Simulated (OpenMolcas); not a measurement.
PH3 (phosphine): the energy, rung by rung

The species is PH3 (4 atoms), meant as a singlet with charge 0. As SMILES, `P`. The shape is that of a PBE0-D4/def2-TZVP optimisation.

```xyz
4

P     0.3460   -0.3265   -0.3328
H     0.6309   -0.0340    1.0270
H    -1.0055   -0.6630   -0.0572
H     0.0287    1.0235   -0.6369
```

Each level gives the energy change with the P1–H3 bond stretched from 1.420 to 3.549 Å (eV). The values are calculated.

```tsv
level	kind	program	value (eV)	less FCI/STO-3G	CPU time (all runs)
HF/STO-3G (restricted)	Hartree–Fock	OpenMolcas	9.82	+5.50	3.5 s
M06-2X/STO-3G (restricted)	hybrid meta-GGA	OpenMolcas	8.98	+4.66	15 s
MP2/STO-3G (restricted)	perturbation theory	OpenMolcas	5.49	+1.17	3.3 s
CASSCF(2,2)/STO-3G	multireference	OpenMolcas	4.31	-0.01	3.4 s
CCSD(T)/STO-3G (restricted)	coupled cluster or CI	OpenMolcas	4.29	-0.03	4.4 s
FCI/STO-3G	exact in the basis	OpenMolcas	4.32	0.00	3.9 s
```

FCI/STO-3G is exact within its basis and frozen core, so for wave-function methods in that basis the difference is their error; functionals converge differently with the basis, so for them it is only a difference. Spin-restricted single references rise too steeply as a bond breaks, Hartree–Fock most of all. Perturbation and coupled-cluster corrections on them can overshoot downwards. The first shape isn't each level's own minimum. The values span 4.29 to 9.82 eV. All rows use very small basis sets, so even the best lies far from the true value. CPU times are rough (shared hosts, several kinds of processor): they show what a rung costs within a factor of a few.
